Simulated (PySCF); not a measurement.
Work out the structure from these simulated measurements.

Formula: C5H10S.

| Quantity | Value |
| --- | --- |
| NMR, other nuclei | isotropic shieldings of nuclei other than C and H, by class: 550 (1 S) ppm [GIAO PBE0/pcSseg-1] |
| Dipole | 1.93 D [PBE0/pcSseg-1] |
| 1H NMR | chemical shifts (computed TMS as zero) by class: 2.77 (1 H), 1.92 (1 H), 1.74 (2 H), 1.71 (2 H), 1.71 (2 H), 1.61 (2 H) ppm [GIAO PBE0/pcSseg-1] |
| 13C NMR | chemical shifts (computed TMS as zero) by class: 46.8 (1 C), 39.2 (2 C), 21.8 (2 C) ppm [GIAO PBE0/pcSseg-1] |
| Rotational structure | rotational constants A, B, C: 4.597, 2.215, 2.008 GHz [PBE0-D3(BJ)/def2-SVP] |

Electronic properties: PySCF, gas phase, density fitting. Levels stand in brackets. Isolated species at its PBE0-D3(BJ)/def2-SVP geometry (one conformer only). NMR classes are plain means over equivalent atoms (diastereotopic ones count apart unless rotation or inversion swaps them), as if these changed places fast.

Question: Give a SMILES that accounts for the data.

Answer: Numbering: `[SH:1][CH:2]1[CH2:3][CH2:4][CH2:5][CH2:6]1`. Its formula, C5H10S, gives 1 degree of unsaturation: 1 ring and 0 π bonds in the structure found. 5 carbons fall into 3 classes; from least to most shielded: ring sp3 carbon bound to sulfur [C2] (46.8 ppm), ring CH2 carbon [C3/C6] (39.2 ppm, 2 C), ring CH2 carbon [C4/C5] (21.8 ppm, 2 C). Hydrogen classes from least to most shielded: 1 H on an sp3 carbon bound to sulfur, C2 (2.77 ppm), 1 H on a thiol sulfur, S1 (1.92 ppm), 2 H on 2 ring CH2 carbons, C3/C6 (1.74 ppm), 2 H on 2 ring CH2 carbons, C4/C5 (1.71 ppm), 2 H on 2 ring CH2 carbons, C3/C6 (1.71 ppm), 2 H on 2 ring CH2 carbons, C4/C5 (1.61 ppm). The other shieldings belong to: 550 ppm, thiol sulfur [S1]. The optimised geometry has point group Cs and is an asymmetric top. Structure: `C1CCCC1S`. The assignments are read from this structure; whether some other isomer fits the data as well wasn't checked.
